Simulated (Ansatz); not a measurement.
**Al₂O (triplet): wave-function methods side by side, def2-TZVPP**

The task here is to estimate one member of a computed series from the others.

Program: Ansatz 0.2.0, Gaussian basis. Level of theory: def2-TZVPP, core rule «outside noble gas», up to 11 orbitals frozen. These are calculated values, not measurements.

The runs, in order: UHF; ROHF; CCSD(T) on UHF.

2 further runs of the same task are left out: 2 set aside as unsound or not needed.

### The geometry

The geometry is a PBE0/def2-TZVP stationary point (not a proven minimum) of the parent state, kept for this charge and spin.

3 atoms, charge 0, spin multiplicity 3.

Atoms are counted from 1 here; the program's logs count them from 0.

Bond lengths: Al1–O2 1.705 Å, O2–Al3 1.705 Å. Angles: Al1–O2–Al3 180.0°.

The first run:

File in.yaml:

```yaml
crystal:
  periodic: [false, false, false]
  atoms:
    - {symbol: Al, position_ang: [0.000000, 0.000000, 1.704700]}
    - {symbol: O, position_ang: [0.000000, 0.000000, 0.000000]}
    - {symbol: Al, position_ang: [0.000000, 0.000000, -1.704700]}
basis:
  gaussian: {orbitals: def2-TZVPP}
magnetization: {spin_polarized: true, initial_magnetization: 2}
hamiltonian: {xc: hf}
output: {orbitals: {seedname: orbitals}}
```

The run is started by

```
$ ansatz run in.yaml --threads 1 --pin off --events-out ev --progress --plain --max-ram 4096MiB --backend cpu
```

Steps of the session up to this table: UHF; ROHF; CCSD(T) on UHF.

One table of the session follows, with a row left open; its other results are not shown here.

It belongs to the step «Misses and costs». 

```
  method  from UCCSD(T) (kJ/mol)
    ROHF                  +902.7
     UHF                  +901.1
    UMP2                       ?
   UCCSD                   +36.7
UCCSD(T)                       0
```

**Question.** Estimate the row for UMP2.

The run gave: from UCCSD(T) (kJ/mol): +65.7. In the column «from UCCSD(T) (kJ/mol)» it lies between UCCSD (+36.7) and UHF (+901.1).
